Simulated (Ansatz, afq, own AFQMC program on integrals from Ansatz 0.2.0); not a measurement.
# GaBN, doublet in cc-pVDZ, levels against CCSDT(Q)

```xyz
3

B     0.0000    0.0000   -1.4672
N     0.0000    0.0000   -0.2052
Ga    0.0000    0.0000    1.6724
```

Connectivity, by distances: B–N–Ga.

Basis cc-pVDZ. Only valence electrons are correlated. Integrals, coupled cluster, full CI and functionals: Ansatz 0.2.0; the random walks run on the same integrals in our own AFQMC program. ph-AFQMC/CISD is guided by a CISD state made of CCSD amplitudes; releasing the constraint for a short imaginary time cuts its bias at the price of noise, slowly where states lie close. Free projection: walkers drawn from exp(T), propagated without any constraint. Its projection time is finite, and what remains of the start isn't in its error. ± is one standard error of the sampling. No spin–orbit coupling.

Determinant: UHF, the one that the program's search chose, which needn't be the lowest solution. The geometry is a point of a scan.

No full CI on the walks' own integrals is used here; CCSDT(Q) serves as the reference and is uncertain by about the last step of the cluster series.

Cautions: no relativity below Rb; no spin-orbit coupling; inner d shell frozen; unrestricted determinant slightly spin contaminated (⟨S²⟩ 0.83 against 0.75).

```
T1 diagnostic                               : 0.0303
weight of the determinant in the CISD state : 0.846
⟨S²⟩ of the determinant                     : 0.827
size of the correlated space                : 11 electrons in 39 orbitals
```

| level | correlation energy (eV) |
| --- | --- |
| MP2 | -6.9227 |
| CCSD | -7.4307 |
| CCSD(T) | -7.7673 |

(1) Estimate where AFQMC with the constraint released lies against CCSD(T) on the same integrals.

(1) 2.66 ± 1.30 mEh below CCSD(T).

Reference: CCSDT(Q), correlation energy -7.834 eV. The released energy is read at 2.40 1/Eh (meV from the phaseless value at times in 1/Eh: -29 ± 22 at 0.24, -56 ± 22 at 0.51, -53 ± 25 at 0.99, -82 ± 27 at 1.62, -73 ± 35 at 2.40).

| level | E − E(reference) (mEh) | share of correlation (%) |
| --- | --- | --- |
| CCSD(T) | 2.45 | 99.15 |
| CCSDT | 1.35 | 99.53 |
| ph-AFQMC/CISD | 2.48 ± 0.98 | 99.14 |
| released AFQMC | -0.20 ± 1.30 | 100.07 |
| free AFQMC | 1.24 ± 0.92 | 99.57 |

Free projections are given only where their last times agree within the noise and don't stop above the reference; a slow remainder of the start can still hide under it. A walk keeps the symmetry of its determinant, which the program's search chose and which needn't be the lowest solution, so a lower state of the same spin and another symmetry isn't excluded. Released energies are given only where the last usable release times agree within the noise; a slower fall can still hide under it.
